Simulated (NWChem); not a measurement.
**Correlation energy of formaldehyde (CH2O)**

```xyz
4

C      0.0000     0.0000     0.5228
O      0.0000     0.0000    -0.6733
H     -0.9444     0.0000     1.1247
H      0.9444     0.0000     1.1247
```
Charge 0, spin multiplicity 1.

Program: NWChem. Structure: optimised with PBE0/def2-SVP, a minimum by its harmonic frequencies.

Basis set: def2-SVP. Each correlation energy counts from its own Hartree-Fock reference.

The correlated methods keep 2 core orbitals frozen. No row is a measurement; the coupled-cluster row has its own basis-set and correlation limits.

One of these methods gave a correlation energy of -315.9 mHa. Which?
A. MP2
B. CR-CCSD[T]
C. SCS-MP2
D. CCSD

A, MP2. The others give -311.4 (SCS-MP2), -340.3 (CR-CCSD[T]), -331.5 (CCSD).
